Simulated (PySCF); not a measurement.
Ligands exchanged one at a time, Si F-H. Gas-phase values, no solvent. Strings in code marks are SMILES.

Method: PBE-D3(BJ)/def2-TZVP // PBE0-D3(BJ)/def2-TZVP run with PySCF. All candidates: neutral, multiplicity 1. Excitations are Tamm–Dancoff values on a coarser integration grid. The basis has no diffuse functions, so Rydberg states are missing or too high.

```json
{
 "HOMO": "-8.30 eV",
 "S1 excitation (TDA)": "7.44 eV",
 "HOMO–LUMO gap": "7.29 eV"
}
```

Name which member has these values.
A) `F[SiH](F)F`
B) `F[SiH2]F`
C) `F[SiH3]`
D) `F[Si](F)(F)F`

C, `F[SiH3]`. The others give `F[SiH2]F`: -8.36 eV, 7.96 eV, 7.80 eV; `F[Si](F)(F)F`: -10.59 eV, 10.17 eV, 10.06 eV; `F[SiH](F)F`: -9.55 eV, 10.08 eV, 9.70 eV
